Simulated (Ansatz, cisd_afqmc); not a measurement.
Species: F, charge -1, singlet.

Total energies in aug-cc-pVQZ, 8 correlated electrons, 1 frozen orbitals. UHF or UKS for unpaired electrons; spin-orbit terms are left out. Cores are frozen in correlated methods. No relativity. The Monte Carlo rows (phaseless AFQMC, CISD trial, step 0.005/hartree) carry one-sigma bars that omit the constraint's bias. Outlying blocks are dropped, and bars are widened where a walk drifts. Over all cases where full CI ran beside it in this data, AFQMC minus full CI had a median of +0.1 mEh and passed +0.4 mEh in a tenth of the cases.

```json
[
 {"method": "HF", "program": "Ansatz", "energy (Eh)": "-99.45746", "minus CCSDT(Q) (mEh)": "319.96"},
 {"method": "MP2", "program": "Ansatz", "energy (Eh)": "-99.77441", "minus CCSDT(Q) (mEh)": "3.02"},
 {"method": "CCSD", "program": "Ansatz", "energy (Eh)": "-99.76582", "minus CCSDT(Q) (mEh)": "11.60"},
 {"method": "CCSD(T)", "program": "Ansatz", "energy (Eh)": "-99.77707", "minus CCSDT(Q) (mEh)": "0.35"},
 {"method": "CCSDT(Q)", "program": "Ansatz", "energy (Eh)": "-99.77742", "minus CCSDT(Q) (mEh)": "0.00"},
 {"method": "AFQMC/CISD", "program": "cisd_afqmc", "energy (Eh)": "-99.7773 ± 0.0002", "minus CCSDT(Q) (mEh)": "0.2 ± 0.2"}
]
```

Ansatz is an electronic-structure program.
